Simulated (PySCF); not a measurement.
From results back to the method.

Species: formyl chloride, CHClO.
Numbering: `[O:1]=[CH:2][Cl:3]` (hydrogens: H4 on C2)

Cartesian coordinates in Å at the PBE0-D3(BJ)/def2-TZVP level; atoms count from 1:
```
atom  x, y, z in Å
O1    -0.6684    0.6811   -0.8742
C2    -0.1685    0.0332   -0.0292
Cl3    1.5638   -0.2703    0.0742
H4    -0.6855   -0.4684    0.7991
```

The closed-shell ground state was solved 4 times with PySCF (density fitting, gas phase), always in the pcSseg-2 basis (129 functions), with these functionals: B97-2, KT3, PBE0 and wB97X-D. Isolated species at its PBE0-D3(BJ)/def2-TZVP geometry, gas phase.

```json
{"row": "P", "total energy (Eh)": "-573.9158", "HOMO (eV)": "-9.04", "LUMO (eV)": "-1.58", "dipole (D)": "1.91"}
{"row": "Q", "total energy (Eh)": "-574.1525", "HOMO (eV)": "-10.90", "LUMO (eV)": "0.32", "dipole (D)": "1.95"}
{"row": "R", "total energy (Eh)": "-578.8806", "HOMO (eV)": "-7.67", "LUMO (eV)": "-2.64", "dipole (D)": "1.79"}
{"row": "S", "total energy (Eh)": "-574.1882", "HOMO (eV)": "-8.77", "LUMO (eV)": "-1.66", "dipole (D)": "1.90"}
```

**Question.** Which functional belongs to which row?

**Answer.** P = PBE0, Q = wB97X-D, R = KT3, S = B97-2. By rising HOMO–LUMO gap: KT3 (GGA) 5.03 eV; B97-2 (global hybrid, 21 % exact exchange) 7.11 eV; PBE0 (global hybrid, 25 % exact exchange) 7.46 eV; wB97X-D (range-separated hybrid) 11.22 eV. Total energies of different functionals aren't bounds to one another; each is stationary for its own functional.

Note: wB97X-D ran without an empirical dispersion term, which enters the total energy and its gradient alone.
